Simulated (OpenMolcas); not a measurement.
**CH3FSi (SMILES C[Si]F): CCSD(T)/6-311G(d,p) (RICD fitting)**

Aim: the energy change on altering one bond length of CH3FSi at CCSD(T)/6-311G** (RICD fitting), from 2 runs. 

Program for the calculation: OpenMolcas 26.06.

4 further runs of the same task are left out: 1 that didn't finish, 3 set aside as unsound or not needed.

## 1. Starting point

The species is CH3FSi (6 atoms), meant as a singlet with charge 0. SMILES: `C[Si]F`. Geometry: relaxed at GFN2-xTB.

Bond lengths: C1–Si2 1.910 Å, Si2–F3 1.652 Å, C1–H4 1.088 Å, C1–H5 1.091 Å, C1–H6 1.091 Å. Angles: C1–Si2–F3 96.0°, Si2–C1–H4 112.2°, Si2–C1–H5 111.0°, Si2–C1–H6 110.9°, H4–C1–H5 107.6°, H4–C1–H6 107.6°, H5–C1–H6 107.2°.

## 2. The energy at CCSD(T)/6-311G(d,p) (RICD fitting)

calc.inp reads:

```
* CH3FSi CCSD(T)
>>> EXPORT MOLCAS_PRINT=2

&GATEWAY
 XBAS
 C.6-311G**
 Si.6-311G**
 F.6-311G**
 H.6-311G**
 End of Basis
 ZMAT
 C1
 Si2 1 1.910173
 F3 2 1.652301 1 96.02048
 H4 1 1.088203 2 112.21788 3 -179.39813
 H5 1 1.090801 4 107.63792 2 -122.38546
 H6 1 1.09074 4 107.62162 5 -115.28267
 End of ZMAT
 RICD

&SEWARD

&SCF
 PRORBITALS = 1 2

&CHCC
 FROZEN = 7

&CHT3
 FROZEN = 7
```

The run is started by

```
$ export MOLCAS_MEM=1860
$ pymolcas calc.inp > calc.log
```

The program printed:

```text
--- Start Module: gateway ---
[...]
--- Stop Module: gateway /rc=_RC_ALL_IS_WELL_ ---
[...]
      Basis functions           81
[...]
       Convergence after  11 Iterations
[...]
::    Total SCF energy                               -428.0413928011
[...]
      Total spin, S                                     0.0000000000
[...]
      Total electronic charge=   32.000000
      Total            charge=   -0.000000
[...]
      Dipole Moment (debye):
      Origin of the operator (angstrom)=    0.5039   -0.0000    1.4810
                   X= -1.4235E+00               Y= -6.3506E-04               Z= -1.1508E+00           Total=  1.8305E+00
      Quadrupole Moment (debye*angstrom):
[...]
--- Start Module: chcc ---
[...]
--- Stop Module: chcc /rc=_RC_ALL_IS_WELL_ ---
[...]
--- Start Module: cht3 ---
[...]
--- Stop Module: cht3 /rc=_RC_ALL_IS_WELL_ ---
[...]
```

Run time: 47 s. Hardware: 1 thread of Intel Xeon Platinum 8259CL at 2.50GHz (Skylake/Cascade Lake), shared host; peak memory 0.23 GiB.

## 3. The distorted shape, same level

calc.inp reads:

```
&GATEWAY
  XBAS
  C.6-311G**
  Si.6-311G**
  F.6-311G**
  H.6-311G**
  End of Basis
  ZMAT
  C1
  Si2 1 1.910173
  F3 2 2.0654 1 96.02047
  H4 1 1.088203 2 112.21788 3 -179.39811
  H5 1 1.090801 4 107.63792 2 -122.38546
  H6 1 1.09074 4 107.62162 5 -115.28267
  End of ZMAT
  RICD

&SEWARD

&SCF
  PrOrbitals=1 2

&CHCC
  Frozen=7

&CHT3
  Frozen=7
```

The run is started by

```
$ export MOLCAS_MEM=1860
$ pymolcas calc.inp > calc.log
```

The program printed:

```text
--- Start Module: gateway ---
[...]
--- Stop Module: gateway /rc=_RC_ALL_IS_WELL_ ---
[...]
      Basis functions           81
[...]
       Convergence after  12 Iterations
[...]
::    Total SCF energy                               -427.9866585141
[...]
      Total spin, S                                     0.0000000000
[...]
      Total electronic charge=   32.000000
      Total            charge=   -0.000000
[...]
      Dipole Moment (debye):
      Origin of the operator (angstrom)=    0.6298   -0.0000    1.4943
                   X= -4.0800E+00               Y= -4.8297E-04               Z= -1.7896E+00           Total=  4.4553E+00
      Quadrupole Moment (debye*angstrom):
[...]
--- Start Module: chcc ---
[...]
--- Stop Module: chcc /rc=_RC_ALL_IS_WELL_ ---
[...]
--- Start Module: cht3 ---
[...]
--- Stop Module: cht3 /rc=_RC_ALL_IS_WELL_ ---
[...]
```

It took 77 s on 1 thread of Intel Xeon Platinum 8259CL at 2.50GHz (Skylake/Cascade Lake), shared host; peak memory 0.23 GiB.

## 4. Summary of results

Level: CCSD(T)/6-311G** (RICD fitting), 7 core orbitals frozen.

| quantity | value |
| --- | --- |
| first shape: total energy | -428.52324 Eh |
| first shape: dipole moment (mean-field density) | 1.83 D |
| first shape: HOMO energy (Hartree–Fock orbitals) | -9.32 eV |
| first shape: LUMO energy (Hartree–Fock orbitals) | 0.89 eV |
| first shape: HOMO–LUMO gap (Hartree–Fock orbitals) | 10.21 eV |
| first shape: correlation energy (7 core orbitals frozen) | -481.8 mEh |
| first shape: (T) correction | -12.92 mEh |
| distorted shape: total energy | -428.47452 Eh |
| distorted shape: dipole moment (mean-field density) | 4.46 D |
| distorted shape: HOMO energy (Hartree–Fock orbitals) | -10.18 eV |
| distorted shape: LUMO energy (Hartree–Fock orbitals) | 0.10 eV |
| distorted shape: HOMO–LUMO gap (Hartree–Fock orbitals) | 10.29 eV |
| distorted shape: correlation energy (7 core orbitals frozen) | -487.9 mEh |
| distorted shape: (T) correction | -14.33 mEh |
| energy change with the Si2–F3 bond stretched from 1.652 to 2.065 Å | 1.326 eV |

**Reading.** With the Si2–F3 bond stretched from 1.652 to 2.065 Å the energy rises by 1.33 eV (128 kJ/mol). The first shape isn't relaxed at this level, so the change isn't measured from a minimum. The triples (first shape) make up 2.7 % of the correlation energy. Mulliken charges (distorted shape) of the mean-field density run from -0.69 on C1 to +0.93 on Si2. The triples (distorted shape) make up 2.9 % of the correlation energy.
